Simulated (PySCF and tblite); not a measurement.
Results of a calculation; reference values are marked as such.
Stationary points of C₅H₉ (charge +1) at PBE0-D3(BJ)/def2-SVP, in Å:

Structure A

```
 1 C     0.109   -1.217   -0.382
 2 C     1.232   -0.387   -0.054
 3 C     0.688    0.988    0.354
 4 C    -0.856    0.888    0.233
 5 C    -1.149   -0.542   -0.237
 6 H     0.203   -2.263   -0.711
 7 H     1.940   -0.419   -0.917
 8 H     1.850   -0.934    0.699
 9 H     1.097    1.773   -0.296
10 H     1.000    1.238    1.377
11 H    -1.255    1.618   -0.483
12 H    -1.353    1.088    1.191
13 H    -1.795   -1.172    0.421
14 H    -1.711   -0.659   -1.196
```

Structure B

```
 1 C     0.112   -1.224   -0.385
 2 C     1.219   -0.383   -0.025
 3 C     0.654    1.034    0.115
 4 C    -0.822    0.793    0.455
 5 C    -1.135   -0.524   -0.263
 6 H     0.208   -2.269   -0.713
 7 H     2.180   -0.569   -0.530
 8 H     1.367   -0.841    1.003
 9 H     0.762    1.552   -0.853
10 H     1.188    1.631    0.865
11 H    -1.485    1.611    0.148
12 H    -0.964    0.644    1.538
13 H    -2.025   -1.120   -0.002
14 H    -1.259   -0.336   -1.375
```

Level: PBE0/pcSseg-1 + D3(BJ) on PBE0-D3(BJ)/def2-SVP stationary points, with GFN2-xTB thermal terms.

Question: Which structure is a saddle point, and along which motion?

Answer: A: one imaginary mode (124i cm⁻¹ at GFN2-xTB, mostly on C4, C3, H11), along the inversion of the 5-membered ring (1–2–3–4–5).

Question: Give their symmetry and energies above the lowest.

Answer: A C2v, 2.9 kcal/mol; B C2, 0.0 kcal/mol.

The ion is treated without a counter-ion.
